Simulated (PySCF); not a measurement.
These compounds are isomers of formula C4H5NO.

A. 3-methylisoxazole (SMILES c1c(C)noc1)
B. SMILES Cc1ncco1
C. SMILES C#CC(=O)NC

Spectrum 1. ¹³C{¹H} NMR (computed): δ 163.6 (C), 142.9 (CH), 133.7 (CH), 15.3 (CH3).

Spectrum 2. ¹³C{¹H} NMR (computed): δ 153.3 (C), 80.6 (C), 76.5 (CH), 27.6 (CH3).

Spectrum 3. ¹³C{¹H} NMR (computed): δ 163.2 (CH), 161.7 (C), 109.0 (CH), 13.1 (CH3).

Theory: PBE0/pcSseg-1 with gauge-including orbitals, couplings computed with B3LYP/pcJ-1 (spin–dipole term left out of most H,H and C,H couplings), geometry from PBE0-D3(BJ)/def2-SVP, in PySCF 2.14 (equivalent nuclei averaged, a single conformation, isolated molecule, non-relativistic Hamiltonian).

Referencing at the same level of theory: TMS for ¹³C. Acid and N–H amide carbonyl carbons lie up to 10 ppm further downfield in solution (hydrogen bonding). Shifts are as computed. Against solution values, carbons near 30 ppm lie about +2 ppm off and those near 130 ppm about +5 ppm. Of 1211 compounds with measured shifts, 218 miss one by over three times the rms of a fit or turn the order of signals round; such compounds aren't used in these exercises.

Match each spectrum to its structure.

## Answers

1–B, 2–C, 3–A.

- Spectrum 1 (B): 4 ¹³C signals; δC 15.3 is a methyl carbon on an aromatic ring; δC 163.6 is a substituted aromatic carbon next to the ring oxygen.
- Spectrum 2 (C): 4 ¹³C signals; δC 153.3 is an amide carbonyl carbon; δC 80.6 is an alkyne carbon.
- Spectrum 3 (A): 4 ¹³C signals; δC 13.1 is a methyl carbon on an aromatic ring; δC 163.2 is an aromatic CH next to the ring oxygen.
